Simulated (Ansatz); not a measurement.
in.yaml

```yaml
crystal:
  periodic: [false, false, false]
  atoms:
    - {symbol: Si, position_ang: [0.000000, 0.000000, 0.000000]}
    - {symbol: Si, position_ang: [0.000000, 0.000000, 2.397800]}
basis:
  gaussian: {orbitals: aug-cc-pVDZ}
total_charge: -1
magnetization: {spin_polarized: true, initial_magnetization: 1}
hamiltonian: {xc: {name: revPBE}}
```

```sh
$ ansatz run in.yaml --threads 1 --pin off --events-out ev --progress --plain --max-ram 2393MiB
```

The program prints:

```
638 factors; their error is unknown
mean field evaluation 1: about -15750.3727 eV, gradient 2.4e0 eV
mean field evaluation 2: about -15750.4245 eV, gradient 3.9e-1 eV
mean field evaluation 4: about -15750.3621 eV, gradient 1.0e-1 eV
mean field evaluation 8: about -15750.3623 eV, gradient 8.1e-3 eV
mean field evaluation 16: about -15750.3623 eV, gradient 5.1e-6 eV
mean field evaluation 32: about -15748.0750 eV, gradient 3.6e0 eV
mean field evaluation 64: about -15750.3305 eV, gradient 1.3e0 eV
mean field evaluation 96: about -15749.3719 eV, gradient 4.0e0 eV
mean field -15750.36228068 eV, -578.8151378360 hartree, gradient 2.5e-6 eV, S^2 0.753841; 8 other end points of the search recorded, 0 dependent functions left out
reference -15750.36232054 eV, -578.8151393008 hartree; 15, 14 occupied and 39, 40 virtual orbitals, 638 factors
Total energy: -15750.36232054 eV, -578.8151393008 hartree
```

Ran on 1 thread of Arm Neoverse V2, shared host: 6 s wall, 0.11 GiB peak host memory.
